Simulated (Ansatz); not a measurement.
Input file:

```yaml
crystal:
  periodic: [false, false, false]
  atoms:
    - {symbol: Si, position_ang: [0.000118, -0.000082, -0.057777]}
    - {symbol: H, position_ang: [1.869675, 0.019277, 0.540444]}
    - {symbol: H, position_ang: [-0.952518, 1.611644, 0.532401]}
    - {symbol: H, position_ang: [-0.920457, -1.628637, 0.537064]}
basis:
  gaussian: {orbitals: 6-31G}
magnetization: {spin_polarized: false, initial_magnetization: 1}
correlation: {method: ccsdtq, electrons: outside_noble_gas}
```

```sh
$ ansatz run in.yaml --threads 1 --pin off --events-out ev --progress --plain --max-ram 2393MiB
```

Output:

```
405 factors; integrals over basis functions are off by at most 5.0e-8 eV
mean field evaluation 1: about -7902.9859 eV, gradient 5.7e0 eV
mean field evaluation 2: about -7902.9856 eV, gradient 5.7e0 eV
mean field evaluation 4: about -7903.3963 eV, gradient 7.5e-1 eV
mean field evaluation 8: about -7903.4111 eV, gradient 5.1e-4 eV
mean field evaluation 16: about -7903.4111 eV, gradient 2.5e-6 eV
mean field -7903.41112890 eV, -290.4450018627 hartree, gradient 2.5e-6 eV, S^2 0.750000; 0 other end points of the search recorded, 0 dependent functions left out
mean field evaluation 32: about -7903.1956 eV, gradient 1.5e0 eV
5 core orbitals not correlated: weight in the atoms' cores, before any rotation towards them, 1.000 or more for the frozen orbitals, at most 0.000 for the correlated occupied ones
reference -7903.41112890 eV, -290.4450018627 hartree; 4, 3 occupied and 10, 11 virtual orbitals, 405 factors
second order -1.75984870 eV of doubles, -0.01470885 eV of singles
cycle   1  -2.31017073 eV  change   -5.4e-1 eV  update   8.7e-2
cycle   2  -2.77411248 eV  change   -4.6e-1 eV  update   4.6e-2
cycle   3  -2.78995088 eV  change   -1.6e-2 eV  update   1.0e-2
cycle   4  -2.80461608 eV  change   -1.5e-2 eV  update   4.8e-3
cycle   5  -2.80627380 eV  change   -1.7e-3 eV  update   2.0e-3
cycle   6  -2.80614797 eV  change    1.3e-4 eV  update   8.4e-4
cycle   7  -2.80660328 eV  change   -4.6e-4 eV  update   4.4e-4
cycle   8  -2.80636764 eV  change    2.4e-4 eV  update   2.2e-4
cycle   9  -2.80630171 eV  change    6.6e-5 eV  update   9.8e-5
cycle  10  -2.80636346 eV  change   -6.2e-5 eV  update   4.0e-5
cycle  11  -2.80638185 eV  change   -1.8e-5 eV  update   2.0e-5
cycle  12  -2.80637204 eV  change    9.8e-6 eV  update   1.1e-5
cycle  13  -2.80636625 eV  change    5.8e-6 eV  update   3.8e-6
cycle  14  -2.80636700 eV  change   -7.5e-7 eV  update   1.9e-6
cycle  15  -2.80636747 eV  change   -4.7e-7 eV  update   7.6e-7
Total energy: -7906.21749637 eV, -290.5481339649 hartree
```

For the same geometry and basis full CI lies 0.1 meV lower.

Ran on 1 thread of Arm Neoverse V2, shared host: 10 s wall, 0.16 GiB peak host memory.
